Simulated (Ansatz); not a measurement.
```yaml
crystal:
  periodic: [false, false, false]
  atoms:
    - {symbol: V, position_ang: [-0.479959, 0.000278, -0.001226]}
    - {symbol: N, position_ang: [1.453790, -0.000842, 0.003713]}
    - {symbol: H, position_ang: [2.027920, 0.865041, 0.002556]}
    - {symbol: H, position_ang: [2.026902, -0.867390, 0.007799]}
basis:
  gaussian: {orbitals: def2-TZVP}
total_charge: 1
magnetization: {spin_polarized: true, initial_magnetization: 5}
hamiltonian: {xc: pbe0}
relax: {f_tol: 0.004, max_steps: 80}
```

```sh
$ ansatz run in.yaml --threads 1 --pin off --events-out ev --progress --plain --max-ram 2176MiB
```

Steps of the relaxation (energy above the last step; positions in Å, forces in eV/Å):

```
4
step 1, 304.6 meV
V    -0.480    0.000   -0.001   -2.705    0.002   -0.007
N     1.454   -0.001    0.004    2.617   -0.002    0.007
H     2.028    0.865    0.003    0.044   -0.728    0.002
H     2.027   -0.867    0.008    0.044    0.728   -0.002
```

```
4
step 2, 88.4 meV
V    -0.566    0.000   -0.001   -1.139    0.001   -0.003
N     1.470   -0.001    0.004    1.074   -0.001    0.003
H     2.063    0.840    0.003    0.032   -0.258    0.001
H     2.062   -0.842    0.008    0.032    0.258   -0.001
```

```
4
step 3, 39.8 meV
V    -0.637    0.000   -0.002   -0.215    0.000   -0.001
N     1.523   -0.001    0.004   -1.326    0.001   -0.003
H     2.072    0.839    0.003    0.771    0.447    0.001
H     2.071   -0.841    0.008    0.770   -0.448    0.003
```

```
4
step 6, 0.0 meV
V    -0.684    0.000   -0.002    0.000    0.000    0.000
N     1.502   -0.001    0.004    0.000    0.000    0.000
H     2.106    0.825    0.003    0.000   -0.003    0.000
H     2.105   -0.827    0.008    0.000    0.003    0.000
```

Close pairs at the end: N2–H4 1.023 Å, N2–H3 1.023 Å, V1–N2 2.186 Å.

A stationary point of unrestricted PBE0 after 6 steps, with ⟨S²⟩ = 8.754 against 8.75 for a pure state; no frequencies were run, so it isn't proven a minimum. 98 s on 1 thread of Intel Xeon Platinum 8488C, shared host.
